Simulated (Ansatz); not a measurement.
How far a parabola holds: energy against volume of zinc-blende CdTe

Results of LDA (plane waves, PAW; Ansatz, a quantum-chemistry and plane-wave program) for zinc-blende CdTe. Settings: plane-wave cutoff 520 eV, 10×10×10 k mesh, Fermi–Dirac smearing 0.01 eV, scalar-relativistic PAW data made under PBE. The cell has no free parameter but its volume, all volumes share cutoff and mesh, and the runs aren't spin-polarised. Energies are free energies at the run's smearing, counted from the lowest row; static lattice.

| V (Å³/atom) | E (meV/atom) |
|---|---|
| 30.927 | ? |
| 31.585 | 8.19 |
| 32.243 | 1.96 |
| 32.901 | 0.00 |
| 33.559 | 1.83 |
| 34.217 | 7.05 |

Fit E of the 5 rows that show it with a parabola. With u = V - 32.9, the rows have u = -1.3150, -0.6570, 0.0010, 0.6590, 1.3170. Least squares gives E = -0.006 - 0.3751·u + 4.4032·u². Residuals (row less fit): 0.089, -0.181, 0.006, 0.171, -0.087; standard error 0.197 (degrees of freedom: 2). The fitted curve has its minimum at V = 32.9, where E = -0.01. Its curvature is d²E/dV² = 2 × 4.4032 meV/Å⁶, so B = V0·d²E/dV² × 0.1602 = 46.5 GPa.

Q: Predict the withheld E at V = 30.927 from the fit, and compare with the calculation.

A: u = -1.9730, so E = -0.006 - 0.3751 × (-1.9730) + 4.4032 × (-1.9730)² = 17.875 meV/atom. The calculation gives 19.21 meV/atom, 1.335 meV/atom above the prediction (6.9 % of the range of E in the table). The row lies outside the fitted rows, so this is an extrapolation. From the scatter of the fitted rows alone, a prediction at this place has a standard error of 0.466 meV/atom, so the miss is 2.9 times that.

The residuals are curvature that a parabola lacks, not noise. A solid that stiffens under compression and softens on expansion lies above the parabola at the compressed end and under it at the expanded end, as this row does. A third-order Birch-Murnaghan fit to the whole scan has B0 = 46.2 GPa. Only scans are tabulated whose curvature falls smoothly with volume, and where the parabola meets the shown rows within 5 % of their range and misses the end by 0.1 meV or more.

Measured, for comparison: bulk modulus 43.7 GPa (room temperature, not corrected to a static lattice, sources range from 42.0 to 43.7; as tabulated in Elmahjoubi et al. (2023), arXiv:2303.01780). Computed less measured: bulk modulus +6 % (+6 % to +10 % over the range). A static lattice is as a rule a little smaller and stiffer than an uncorrected measurement, which can account for part of this in the bulk modulus.

Spin–orbit coupling is not included.
